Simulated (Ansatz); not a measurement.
Task: a polarisability from point charges of BH₅P₂, SMILES PBP, with the Python package of Ansatz (0.2.0). Give the script and its output. Settings (for the species named): B3LYP, def2-SVP basis, multiplicity 1.

Contents of `bh5p2.xyz`:
```text
8

P     1.55790    0.32160   -0.47070
B     0.03080   -0.73580    0.05260
P    -1.71680   -0.34960   -0.67010
H     1.12700    1.48590    0.28370
H     2.40710   -0.20350    0.58450
H     0.16710   -1.63290    0.80870
H    -1.34600    0.95880   -1.18120
H    -2.22710    0.15560    0.59260
```

`run_field.py`
```python
"""Response of BH5P2 to a pair of distant point charges."""

import ansatz as az
import numpy as np

BASIS = "def2-SVP"
FUNCTIONAL = "B3LYP"

mol = az.Crystal.molecule_from_extxyz("bh5p2.xyz")

setup = mol.calculation().basis(gaussian=BASIS).functional(FUNCTIONAL).forces()
# charges +q and -q at -R and +R make a nearly even field 2 k q / R^2 at the centre
centre = np.mean([site.position_ang for site in mol.cartesian_sites], axis=0)
field = 2 * 14.399645 * 4.0 / 25.0 ** 2


def dipole(axis, sign):
    arm = 25.0 * np.eye(3)[axis]
    pair = [{"charge": sign * 4.0, "position_ang": (centre - arm).tolist()}, {"charge": -sign * 4.0, "position_ang": (centre + arm).tolist()}]
    deck = setup.input().set(az.key.basis.gaussian.point_charges, pair)
    return np.array(az.Session.from_dict(deck).plan().execute().report["charge_distribution"]["dipole_moment_e_ang"])


print(f"field {field:.4f} V/A")
alpha = np.array([(dipole(axis, 1) - dipole(axis, -1)) / (2 * field) * 14.399645 for axis in range(3)])
print("polarisability tensor (A^3)")
print(np.array2string(alpha, precision=3, suppress_small=True))
print(f"mean {np.trace(alpha) / 3:.3f} A^3 = {np.trace(alpha) / 3 / 0.14818471:.2f} bohr^3")
```

```console
$ python run_field.py
field 0.1843 V/A
polarisability tensor (A^3)
[[12.031  0.569  0.499]
 [ 0.561  7.789 -0.647]
 [ 0.491 -0.643  7.258]]
mean 9.026 A^3 = 60.91 bohr^3
```

The geometry is a force-field or estimated start, not a minimum of this method, and the basis set is short of its limit. The field of two point charges is only nearly even. b3lyp holds the VWN-RPA fit, as in Gaussian; the form of ORCA and Turbomole is b3lyp5. Without diffuse functions polarisabilities are unreliable, as a rule too low, and they change with the bond lengths of this unrelaxed start. Finished in 11 s on 1 thread of Arm Neoverse V2, on a shared host, peak memory 0.2 GiB.
